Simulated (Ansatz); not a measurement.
Start from `O=C=CO` and change one atom or group to get `O=C=CF`.

Ansatz, PBE0-D4/def2-TZVP geometries, multiplicity 1. Each molecule was computed in one conformer, which needn't be the lowest.

| property | `O=C=CO` |
| --- | --- |
| HOMO–LUMO gap (PBE/def2-TZVPP) / eV | 2.78 |
| LUMO energy (PBE0/def2-TZVPP) / eV | -1.48 |
| zero-point energy (PBE0-D4/def2-TZVP) / kJ/mol | 98.9 |
| HOMO–LUMO gap (PBE0/def2-TZVPP) / eV | 5.22 |
| HOMO energy (B3LYP/def2-TZVPP) / eV | -6.50 |
| LUMO energy (ωB97M-V/def2-TZVPP) / eV | 0.81 |

Question: What does the change do to each property? (Best estimate.)

Answer: Ansatz gave: 
```json
{"property": "HOMO–LUMO gap (PBE/def2-TZVPP) / eV", "`O=C=CF`": "2.37", "shift": "-0.41"}
{"property": "LUMO energy (PBE0/def2-TZVPP) / eV", "`O=C=CF`": "-2.11", "shift": "-0.63"}
{"property": "zero-point energy (PBE0-D4/def2-TZVP) / kJ/mol", "`O=C=CF`": "66.8", "shift": "-32.1"}
{"property": "HOMO–LUMO gap (PBE0/def2-TZVPP) / eV", "`O=C=CF`": "4.88", "shift": "-0.34"}
{"property": "HOMO energy (B3LYP/def2-TZVPP) / eV", "`O=C=CF`": "-6.79", "shift": "-0.29"}
{"property": "LUMO energy (ωB97M-V/def2-TZVPP) / eV", "`O=C=CF`": "0.26", "shift": "-0.55"}
```

With PBE0 the HOMO falls by 0.29 eV and the LUMO falls by 0.63 eV, so the gap narrows by about 0.34 eV. PBE moves the HOMO by -0.22 eV and ωB97M-V by -0.30 eV. The zero-point energy changes by -32.1 kJ/mol with -3 modes.

B3LYP here is the variant with VWN-RPA as its local correlation; programs differ in this.
